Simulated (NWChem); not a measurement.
**hydrogen sulfide (H₂S) in NWChem**

SMILES: S
```xyz
3

S      0.0000     0.0000     0.1056
H     -0.9740     0.0000    -0.8447
H      0.9740     0.0000    -0.8447
```
Charge 0, spin multiplicity 1.

Program: NWChem. The geometry was optimised at PBE/def2-SVP, a minimum by its harmonic frequencies.

Symmetry labels belong to the abelian group C2v used in the runs, with the axes of the coordinates shown.

Q: List the lowest 6 singlet excitations that CIS/def2-SVPD gives, with oscillator strengths.

A: 
```csv
state,symmetry,energy (eV),wavelength (nm),f
1,a2,6.30,197,0.000
2,b2,6.75,184,0.065
3,a2,8.52,146,0.000
4,b2,8.72,142,0.006
5,a1,9.17,135,0.023
6,b2,9.70,128,0.152
```
